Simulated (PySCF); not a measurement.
# H3O+ (SMILES [OH3+]): CCSDT/6-31G

What is the vertical ionisation energy of H3O+ at CCSDT/6-31G? 

Program for the calculation: PySCF 2.14.0.

5 further runs of the same task are left out: 5 set aside as unsound or not needed.

## (1) Starting point

H3O+: 4 atoms, total charge +1, spin state singlet. As SMILES, `[OH3+]`. Geometry: relaxed at PBE0-D4/def2-TZVP.

Bond lengths: O1–H2 0.978 Å, O1–H3 0.978 Å, O1–H4 0.978 Å. Angles: H2–O1–H3 113.0°, H2–O1–H4 113.0°, H3–O1–H4 113.0°.

## (2) The energy at CCSDT/6-31G

The input, job.py:

```python
from pyscf import gto, scf, cc

mol = gto.M(
    atom=[
    ('O', (0.181970, -0.056700, -0.052760)),
    ('H', (0.219060, 0.918440, 0.015140)),
    ('H', (-0.408890, -0.368290, -0.767380)),
    ('H', (0.007860, -0.493450, 0.805020)),
],
    max_memory=1860,
    charge=1,
    spin=0,
    basis='6-31g',
    verbose=3,
)

myscf = scf.RHF(mol)
myscf.conv_tol = 1e-10
myscf.kernel()
if not myscf.converged:
    myscf = myscf.newton().run(myscf.mo_coeff, myscf.mo_occ)

mycc = cc.CCSDT(myscf, frozen=1)
mycc.kernel()
etot = mycc.e_tot
print(f'total energy: {etot:.8f} hartree')
```

Run with:

```
$ OMP_NUM_THREADS=1 python job.py
```

Output:

```text
converged SCF energy = -76.2685169407595
_make_eris_incore_RCCSDT

WARN: A large `blksize` is being used, which may cause large memory consumption
      for storing contraction intermediates. If memory is sufficient, consider using
      `pyscf.cc.rccsdt_highm.RCCSDT` instead.

WARN: A large `blksize_oovv` is being used, which may cause large memory consumption
      for storing contraction intermediates. If memory is sufficient, consider using
      `pyscf.cc.rccsdt_highm.RCCSDT` instead.

WARN: A large `blksize_oooo` is being used, which may cause large memory consumption
      for storing contraction intermediates. If memory is sufficient, consider using
      `pyscf.cc.rccsdt_highm.RCCSDT` instead.

RCCSDT converged
E(RCCSDT) = -76.40677326026756   E_corr = -0.1382563195080831
E_corr(same-spin) = -0.0237420314632877
E_corr(oppo-spin) = -0.114514288044795
total energy: -76.40677326 hartree
```

Run time: 0.56 s. Hardware: 1 thread of Intel Xeon 6975P-C (Granite Rapids), shared host; peak memory 0.11 GiB.

## (3) Doublet [H3O]2+ at the same level

The input, job.py:

```python
from pyscf import gto, scf, cc

system = gto.M(
    atom='O 0.181970 -0.056700 -0.052760; H 0.219060 0.918440 0.015140; H -0.408890 -0.368290 -0.767380; H 0.007860 -0.493450 0.805020',
    spin=1,
    basis='6-31g',
    charge=2,
    max_memory=1860,
    verbose=3,
)

mf = scf.UHF(system)
mf.conv_tol = 1e-10
mf.kernel()
if not mf.converged:
    mf = mf.newton().run(mf.mo_coeff, mf.mo_occ)

mycc = cc.CCSDT(mf, frozen=1)
mycc.kernel()
e_final = mycc.e_tot
print(f'total energy: {e_final:.8f} hartree')
```

Run with:

```
$ OMP_NUM_THREADS=1 python job.py
```

Output:

```text
converged SCF energy = -75.4195968498084  <S^2> = 0.75559322  2S+1 = 2.0055854
_make_eris_incore_UCCSDT

WARN: A large `blksize_v_aaa` is being used, which may cause large memory consumption
      for storing contraction intermediates. If memory is sufficient, consider using
      `pyscf.cc.uccsdt_highm.UCCSDT` instead.

WARN: A large `blksize_v_aab` is being used, which may cause large memory consumption
      for storing contraction intermediates. If memory is sufficient, consider using
      `pyscf.cc.uccsdt_highm.UCCSDT` instead.

UCCSDT converged
E(UCCSDT) = -75.52299981092018   E_corr = -0.1034029611117996
E_corr(same-spin) = -0.0170668817761485
E_corr(oppo-spin) = -0.0863360793356512
total energy: -75.52299981 hartree
```

It took 0.9 s on 1 thread of Intel Xeon 6975P-C (Granite Rapids), shared host; peak memory 0.11 GiB.

## (4) Results

Level: CCSDT/6-31G, 1 core orbital frozen.

| quantity | value |
| --- | --- |
| singlet H3O+: total energy | -76.40677 Eh |
| singlet H3O+: HOMO energy (Hartree–Fock orbitals) | -25.81 eV |
| singlet H3O+: LUMO energy (Hartree–Fock orbitals) | -3.23 eV |
| singlet H3O+: HOMO–LUMO gap (Hartree–Fock orbitals) | 22.58 eV |
| singlet H3O+: correlation energy (1 core orbital frozen) | -138.3 mEh |
| singlet H3O+: T1 diagnostic | 0.007 |
| doublet [H3O]2+: total energy | -75.52300 Eh |
| doublet [H3O]2+: HOMO energy (Hartree–Fock orbitals) (highest over α and β) | -43.75 eV |
| doublet [H3O]2+: LUMO energy (Hartree–Fock orbitals) (lowest over α and β) | -20.85 eV |
| doublet [H3O]2+: correlation energy (1 core orbital frozen) | -103.4 mEh |
| doublet [H3O]2+: ⟨S²⟩ of the reference determinant | 0.756 |
| doublet [H3O]2+: T1 diagnostic | 0.007 |
| vertical ionisation energy (to the doublet dication) | 24.049 eV |

**Reading.** The vertical ionisation energy comes to 24.05 eV (555 kcal/mol).
